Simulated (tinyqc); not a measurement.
CIS and TDHF on RHF in the sto-3g basis, frozen core, for BH2+, spin multiplicity 1, step by step. One step of it, computed by the program tinyqc.

Problem. TDHF (RPA) singlet states. B(ia,jb) = 2 (ia|jb) - (ib|ja); the squared energies are the eigenvalues of (A - B)(A + B); 1 hartree = 27.211386 eV.

CIS matrix A, singlet (hartree), lower triangle:
```
           2>4       2>5       2>6        2>7        3>4       3>5       3>6       3>7
2>4   0.431730
2>5   0.000000  0.479398
2>6  -0.031727  0.000000  0.869742
2>7   0.000000  0.000000  0.000000   0.903575
3>4   0.000000  0.000000  0.000000   0.006029   0.224596
3>5   0.000000  0.000000  0.000000   0.000000   0.000000  0.256699
3>6   0.000000  0.000000  0.000000  -0.014938  -0.056186  0.000000  0.709460
3>7  -0.037004  0.000000  0.024487   0.000000   0.000000  0.000000  0.000000  0.851821
```

Two-electron integrals over orbitals (pq|rs), unique and non-zero (hartree); the lowest 1 orbital is frozen and left out:
```
(22|22) 0.470612    (32|32) 0.140865    (33|22) 0.461482    (33|33) 0.479029
(42|22) 0.019579    (42|33) 0.017016    (42|42) 0.070480    (43|32) 0.024247
(43|43) 0.031439    (44|22) 0.440813    (44|33) 0.424841    (44|42) -0.073233
(44|44) 0.575035    (52|52) 0.075003    (53|53) 0.018863    (54|52) -0.031935
(54|54) 0.042442    (55|22) 0.470760    (55|33) 0.436156    (55|42) -0.038910
(55|44) 0.506189    (55|55) 0.586773    (62|22) 0.050456    (62|33) 0.012179
(62|42) -0.003791   (62|44) 0.057246    (62|55) 0.099548    (62|62) 0.087462
(63|32) -0.066659   (63|43) -0.026823   (63|63) 0.075886    (64|22) 0.024144
(64|33) 0.002540    (64|42) -0.003417   (64|44) 0.043258    (64|55) 0.041810
(64|62) 0.048161    (64|64) 0.033894    (65|52) 0.050374    (65|54) -0.011405
(65|65) 0.041801    (66|22) 0.475580    (66|33) 0.467689    (66|42) 0.055140
(66|44) 0.408974    (66|55) 0.446293    (66|62) 0.034781    (66|64) 0.016868
(66|66) 0.525808    (72|32) -0.015245   (72|43) -0.031881   (72|63) 0.050501
(72|72) 0.053909    (73|22) 0.039474    (73|33) 0.023834    (73|42) -0.053398
(73|44) 0.101059    (73|55) 0.107079    (73|62) 0.070214    (73|64) 0.039324
(73|66) -0.006641   (73|73) 0.109139    (74|32) -0.069791   (74|43) 0.003534
(74|63) 0.040176    (74|72) 0.004059    (74|74) 0.055374    (75|53) 0.016501
(75|75) 0.018259    (76|32) 0.115941    (76|43) 0.037408    (76|63) -0.080031
(76|72) -0.042214   (76|74) -0.056902   (76|76) 0.124049    (77|22) 0.461881
(77|33) 0.479071    (77|42) -0.000739   (77|44) 0.457425    (77|55) 0.456305
(77|62) 0.012075    (77|64) 0.001347    (77|66) 0.476329    (77|73) 0.034270
(77|77) 0.506853
```

Give: TDHF matrix B, singlet; squared energies w^2; TDHF energies from the positive w^2.

Solution.

TDHF matrix B, singlet (hartree), lower triangle:
```
         2>4     2>5     2>6      2>7      3>4     3>5     3>6     3>7
2>4   0.0705
2>5   0.0000  0.0750
2>6  -0.0038  0.0000  0.0875
2>7   0.0000  0.0000  0.0000   0.0539
3>4   0.0000  0.0000  0.0000  -0.0104   0.0314
3>5   0.0000  0.0000  0.0000   0.0000   0.0000  0.0189
3>6   0.0000  0.0000  0.0000   0.0308  -0.0268  0.0000  0.0759
3>7  -0.0749  0.0000  0.0899   0.0000   0.0000  0.0000  0.0000  0.1091
```

squared energies w^2 (hartree^2): 0.0467  0.0655  0.1754  0.2242  0.5017  0.6891  0.7579  0.8155

TDHF energies from the positive w^2 (eV): 5.8781  6.9662  11.3968  12.8844  19.2740  22.5887  23.6900  24.5731
